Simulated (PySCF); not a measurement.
# BHClO (SMILES O[B]Cl) at UMP2/6-31G(d) (spherical functions)

What is the vertical ionisation energy of BHClO at UMP2/6-31G* (spherical functions)? 

The calculation is run with PySCF 2.14.0.

### 1 The structure to begin with

The species is BHClO (4 atoms), meant as a doublet with charge 0. SMILES: `O[B]Cl`. Geometry: relaxed at PBE0-D4/def2-TZVP.

Bond lengths: O1–B2 1.334 Å, B2–Cl3 1.740 Å, O1–H4 0.961 Å. Angles: O1–B2–Cl3 122.2°, B2–O1–H4 113.5°.

### 2 A single-point energy at UMP2/6-31G(d) (spherical functions)

The input, mol.xyz:

```xyz
4

O      0.545600     0.191100    -0.589300
B     -0.429900     0.065600     0.312600
Cl    -0.557200    -1.323200     1.352900
H      0.497000     1.006200    -1.096500
```

The input, job.py:

```python
from pyscf import gto, mp

system = gto.M(
    atom='mol.xyz',
    verbose=3,
    spin=1,
    basis='6-31g*',
    max_memory=1860,
)

calc0 = system.UHF()
calc0.conv_tol = 1e-10
calc0.kernel()
if not calc0.converged:
    calc0 = calc0.newton().run(calc0.mo_coeff, calc0.mo_occ)

pt = mp.MP2(calc0, frozen=7).run()
e_final = pt.e_tot
print('Final energy', e_final)
```

Run with:

```
OMP_NUM_THREADS=1 python job.py
```

What it wrote:

```text
converged SCF energy = -559.636933680008  <S^2> = 0.75361485  2S+1 = 2.0036116
E(UMP2) = -559.998369525142  E_corr = -0.361435845133839
E(SCS-UMP2) = -559.985255289475  E_corr = -0.348321609466141
Final energy -559.9983695251424
```

Run time: 1.1 s. Hardware: 1 thread of Arm Neoverse V1, shared host; peak memory 0.12 GiB.

### 3 The singlet cation, same level

The input, calc.py:

```python
from pyscf import gto, scf, mp

molecule = gto.Mole()
molecule.atom = '''
O      1.031035     0.361127    -1.113616
B     -0.812393     0.123966     0.590728
Cl    -1.052955    -2.500486     2.556610
H      0.939194     1.901442    -2.072085
'''
molecule.basis = '6-31g*'
molecule.verbose = 4
molecule.max_memory = 1860
molecule.spin = 0
molecule.unit = 'bohr'
molecule.charge = 1
molecule.build()

calc0 = scf.RHF(molecule)
calc0.conv_tol = 1e-10
calc0.kernel()
if not calc0.converged:
    calc0 = calc0.newton().run(calc0.mo_coeff, calc0.mo_occ)

pt = mp.MP2(calc0, frozen=7).run()
etot = pt.e_tot
print(f'total energy: {etot:.8f} hartree')
```

Run with:

```
OMP_NUM_THREADS=1 python calc.py
```

What it wrote:

```text
PySCF version 2.14.0

[INPUT] num. atoms = 4
[INPUT] num. electrons = 30
[INPUT] charge = 1
[INPUT] spin (= nelec alpha-beta = 2S) = 0
[INPUT] symmetry False subgroup None
[INPUT] Mole.unit = bohr
[INPUT] Symbol           X                Y                Z      unit          X                Y                Z       unit  Magmom
[INPUT]  1 O      0.545600225661   0.191100178648  -0.589300208916 AA    1.031035000000   0.361127000000  -1.113616000000 Bohr   0.0
[INPUT]  2 B     -0.429899861911   0.065599982129   0.312599795452 AA   -0.812393000000   0.123966000000   0.590728000000 Bohr   0.0
[INPUT]  3 Cl    -0.557199790124  -1.323200207425   1.352899749210 AA   -1.052955000000  -2.500486000000   2.556610000000 Bohr   0.0
[INPUT]  4 H      0.497000061433   1.006199774286  -1.096500161089 AA    0.939194000000   1.901442000000  -2.072085000000 Bohr   0.0

nuclear repulsion = 76.6997226590194
number of shells = 22
number of NR pGTOs = 109
number of NR cGTOs = 48
basis = 6-31g*
ecp = {}

******** <class 'pyscf.scf.hf.RHF'> ********
method = RHF
initial guess = minao
damping factor = 0
level_shift factor = 0
DIIS = <class 'pyscf.scf.diis.CDIIS'>
diis_start_cycle = 1
diis_space = 8
diis_damp = 0
SCF conv_tol = 1e-10
SCF conv_tol_grad = None
SCF max_cycles = 50
direct_scf = True
direct_scf_tol = 1e-13
Set gradient conv threshold to 1e-05
Initial guess from minao.
init E= -559.978242846649
  HOMO = -0.462723660098056  LUMO = -0.0968221562780833  gap/eV = 9.95669
cycle= 1 E= -559.205525121038  delta_E= 0.773  |g|= 0.594  |ddm|= 1.88
  HOMO = -0.734752960170827  LUMO = -0.370237969069295  gap/eV = 9.91896
cycle= 2 E= -559.290649583377  delta_E= -0.0851  |g|= 0.34  |ddm|= 0.845
  HOMO = -0.741269290753375  LUMO = -0.289274391992671  gap/eV = 12.29941
cycle= 3 E= -559.317174822519  delta_E= -0.0265  |g|= 0.0639  |ddm|= 0.275
  HOMO = -0.732479175584619  LUMO = -0.273676666847691  gap/eV = 12.48465
cycle= 4 E= -559.318213336224  delta_E= -0.00104  |g|= 0.0172  |ddm|= 0.0608
  HOMO = -0.731676530409048  LUMO = -0.275181067286176  gap/eV = 12.42187
cycle= 5 E= -559.318348183615  delta_E= -0.000135  |g|= 0.00536  |ddm|= 0.0274
  HOMO = -0.733036007074048  LUMO = -0.275128385335712  gap/eV = 12.46030
cycle= 6 E= -559.318367746493  delta_E= -1.96e-05  |g|= 0.00194  |ddm|= 0.0105
  HOMO = -0.732745655387055  LUMO = -0.275253485263665  gap/eV = 12.44900
cycle= 7 E= -559.318372537668  delta_E= -4.79e-06  |g|= 0.000821  |ddm|= 0.00586
  HOMO = -0.732932629251904  LUMO = -0.275264309151786  gap/eV = 12.45379
cycle= 8 E= -559.318373535074  delta_E= -9.97e-07  |g|= 0.000233  |ddm|= 0.00305
  HOMO = -0.732926860880831  LUMO = -0.27524697641417  gap/eV = 12.45410
cycle= 9 E= -559.318373614521  delta_E= -7.94e-08  |g|= 4.89e-05  |ddm|= 0.000926
  HOMO = -0.732938111879649  LUMO = -0.275250114361718  gap/eV = 12.45432
cycle= 10 E= -559.318373616713  delta_E= -2.19e-09  |g|= 1.12e-05  |ddm|= 0.000139
  HOMO = -0.732939827125638  LUMO = -0.275251675034102  gap/eV = 12.45433
cycle= 11 E= -559.318373616848  delta_E= -1.35e-10  |g|= 3.73e-06  |ddm|= 3.65e-05
  HOMO = -0.732939921235878  LUMO = -0.275251123820518  gap/eV = 12.45435
cycle= 12 E= -559.318373616868  delta_E= -2.02e-11  |g|= 1.46e-06  |ddm|= 1.36e-05
  HOMO = -0.732939959579103  LUMO = -0.275251300248759  gap/eV = 12.45434
Extra cycle  E= -559.318373616868  delta_E= -2.27e-13  |g|= 8.43e-07  |ddm|= 2.94e-06
converged SCF energy = -559.318373616868

******** <class 'pyscf.mp.mp2.RMP2'> ********
nocc = 8, nmo = 41
frozen orbitals 7
E(RMP2) = -559.694234758325  E_corr = -0.375861141456969
E(SCS-RMP2) = -559.682242304837  E_corr = -0.363868687969147
E_corr(same-spin) = -0.100574632822173
E_corr(oppo-spin) = -0.275286508634797
total energy: -559.69423476 hartree
```

It took 0.95 s on 1 thread of Arm Neoverse V1, shared host; peak memory 0.12 GiB.

### 4 Summary of results

At UMP2/6-31G* (spherical functions), 7 core orbitals frozen:

| quantity | value |
| --- | --- |
| doublet BHClO: total energy | -559.99837 Eh |
| doublet BHClO: dipole moment (Hartree–Fock density) | 2.77 D |
| doublet BHClO: HOMO energy (Hartree–Fock orbitals) (highest over α and β) | -9.67 eV |
| doublet BHClO: LUMO energy (Hartree–Fock orbitals) (lowest over α and β) | 3.12 eV |
| doublet BHClO: correlation energy (7 core orbitals frozen) | -361.4 mEh |
| doublet BHClO: ⟨S²⟩ of the reference determinant | 0.754 |
| singlet cation: total energy | -559.69423 Eh |
| singlet cation: HOMO energy (Hartree–Fock orbitals) | -19.94 eV |
| singlet cation: LUMO energy (Hartree–Fock orbitals) | -7.49 eV |
| singlet cation: HOMO–LUMO gap (Hartree–Fock orbitals) | 12.45 eV |
| singlet cation: correlation energy (7 core orbitals frozen) | -375.9 mEh |
| vertical ionisation energy (to the singlet cation) | 8.276 eV |

The vertical ionisation energy comes to 8.28 eV (191 kcal/mol). Only the singlet of the ionised species was computed; a triplet could lie lower. Mulliken charges (doublet BHClO) of the mean-field density run from -0.66 on O1 to +0.49 on H4; they depend strongly on the basis.
